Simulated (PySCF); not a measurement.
Formyl chloride, CHClO.
Cartesian coordinates in Å at the PBE0-D3(BJ)/def2-SVP level; atoms count from 1:
```xyz
4
CHClO angstrom
O     -0.3224   -0.8482    0.0471
C      0.3912    0.0899    0.0256
Cl     2.1532   -0.0094    0.0101
H      0.0752    1.1531    0.0157
```

Theory: EOM-IP-CCSD/aug-cc-pVDZ in PySCF, restricted Hartree–Fock reference, 7 core orbitals frozen, non-relativistic, gas phase, PBE0-D3(BJ)/def2-SVP geometry.

Hartree–Fock orbital energies give these Koopmans values (eV): HOMO 12.87, HOMO-1 13.09, HOMO-2 13.20, HOMO-3 16.56, HOMO-4 18.40, HOMO-5 19.56.

**Question.** What vertical ionisation energies does EOM-IP-CCSD give?

**Answer.** 
```
leading hole (HF orbital)  Koopmans (eV)  EOM-IP-CCSD (eV)  change (eV)  one-hole share
                     HOMO          12.87             11.49        -1.38            0.95
                   HOMO-2          13.20             12.32        -0.88            0.96
                   HOMO-1          13.09             12.33        -0.76            0.95
                   HOMO-3          16.56             15.69        -0.87            0.92
                   HOMO-4          18.40             16.54        -1.86            0.93
                   HOMO-5          19.56             17.45        -2.11            0.92
```

**Question.** Does the order of the lines follow the orbital energies?

**Answer.** No: the HOMO-2 hole (12.32 eV) falls below the HOMO-1 hole (12.33 eV). The corrections run from -2.11 to -0.76 eV, with a mean of -1.31 eV over the 6 lines; no line lies above its Koopmans value.

**Question.** At what kinetic energies would He I light (21.22 eV) eject these electrons?

**Answer.** 9.73 eV (HOMO), 8.90 eV (HOMO-2), 8.89 eV (HOMO-1), 5.53 eV (HOMO-3), 4.68 eV (HOMO-4), 3.77 eV (HOMO-5).

**Question.** What total energy has the lowest final state, and which wavelength reaches it?

**Answer.** E(CCSD) + ionisation energy = -573.31803 + 0.42235 = -572.89568 Eh, at the geometry of the initial state. The threshold wavelength is 1239.84 eV nm/11.49 eV = 107.9 nm.

Lines less than 0.15 eV apart could change places at a higher level. One root was sought for each valence orbital with −ε under 21 eV, eight at most, so deeper holes and satellites are missing; no vibrational structure.

Time: 96 s; peak memory 0.55 GiB. Hardware: one thread, Arm Neoverse V1 (aarch64), shared host with 32 logical CPUs at a one-minute load of 11.
